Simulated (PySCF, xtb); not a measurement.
## Isomers of HOPS in order of energy

4 gas-phase structures of HOPS, found in a search over its isomers (lower ones may exist). Each was relaxed with GFN2-xTB; where two conformers were screened, the lower at r2SCAN-D4/def2-SVP is listed:

A. `O=PS`, a singlet
B. `O=[PH]=S`, a singlet
C. `O1PS1`, a singlet
D. `OP=S`, a singlet

Which do you expect lowest at r2SCAN-D4/def2-SVP, and how would the others follow?

Calculated order at r2SCAN-D4/def2-SVP: D (0.0), A (41.3), B (62.7), C (233.4) kJ/mol.

Energies above the lowest of each column, in kJ/mol; the last columns are at PBE0-D3(BJ)/def2-SVP geometries and were run for some of them only (a dash: not run or not comparable):

| structure | GFN2-xTB | HF/STO-3G | r2SCAN-D4/def2-SVP | PBE0-D3(BJ)/def2-SVP | CCSD(T)/def2-TZVP |
| --- | --- | --- | --- | --- | --- |
| D | 0.0 | 0.0 | 0.0 | 0.0 | 0.0 |
| A | 2.9 | 23.9 | 41.3 | 43.0 | 32.0 |
| B | 52.1 | 269.8 | 62.7 | 67.8 | – |
| C | 119.1 | 31.3 | 233.4 | – | – |

Every level run on D puts it lowest or level with the lowest. Flexible structures stand in one conformer each, not always the lowest. No reliable frequencies are at hand for these structures. Large T1 diagnostics make some coupled-cluster values less sure.

Over these structures GFN2-xTB departs from r2SCAN-D4/def2-SVP by 36.7 kJ/mol on average once a common shift is removed. A GFN2-xTB relaxation took about 0.083 s and the r2SCAN-D4/def2-SVP energy about 5.3 s on a shared host (PySCF 2.14.0, xtb 6.7.1).
